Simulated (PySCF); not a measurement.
A search over the determinants of LiC

Unrestricted PBE0; PySCF, spin-free X2C with a Gaussian nucleus, basis sets Li x2c-TZVPPall, C x2c-TZVPPall. Outer shells of the fragments: Li 2s1; C 2s2 2p2.

Followed along the bond (rough minima from three points):

```json
{"2Ms+1": "4", "unpaired": "σ ↑, π ↑↑", "⟨S²⟩ at the start": "3.75", "R at minimum (Å)": "1.88", "Te (eV)": "0.00"}
{"2Ms+1": "2", "unpaired": "σ ↑, π ↑↓", "⟨S²⟩ at the start": "1.76", "R at minimum (Å)": "1.89", "Te (eV)": "0.72"}
{"2Ms+1": "2", "unpaired": "σ ↓, π ↑↑", "⟨S²⟩ at the start": "1.76", "R at minimum (Å)": "1.90", "Te (eV)": "0.77"}
{"2Ms+1": "2", "unpaired": "π ↑", "⟨S²⟩ at the start": "0.76", "R at minimum (Å)": "none in the scan", "Te (eV)": "≤ 1.54"}
```

Solutions found at the starting distance of 1.995 Å, counted from the lowest of them; the search is not exhaustive and high or unbound solutions are not listed, so other states can lie among these:

| 2Ms+1 | unpaired | term | E (eV) | ⟨S²⟩ | ⟨Lz²⟩ | μ (D) |
| --- | --- | --- | --- | --- | --- | --- |
| 4 | σ ↑, π ↑↑ | ⁴Σ⁻ | 0.00 | 3.75 | 0.00 | -6.60 |
| 2 | σ ↑, π ↑↓ | mixed | 0.72 | 1.76 | 2.01 | -6.55 |
| 2 | σ ↓, π ↑↑ | mixed | 0.76 | 1.76 | 0.00 | -6.68 |
| 2 | π ↑ | ²Π | 1.50 | 0.76 | 1.00 | -6.31 |
| 2 | σ ↑ | mixed | 1.89 | 0.76 | 2.00 | -6.06 |
| 4 | σ ↑↑, π ↑ | ⁴Π | 3.02 | 3.75 | 1.00 | 4.00 |
| 2 | σ ↑↑, π ↓ | mixed | 3.47 | 1.76 | 1.00 | 4.07 |
| 4 | σ ↑, π ↑↑ | mixed | 4.60 | 3.75 | 2.00 | 1.55 |

A term symbol is given only where ⟨S²⟩ and ⟨Lz²⟩ are close to those of a pure state; real π, δ and φ orbitals otherwise mix terms. A positive dipole means Li(−)C(+).

Counting both spins, an empty level lies below a filled one in some of these solutions, because spin and occupation are held.
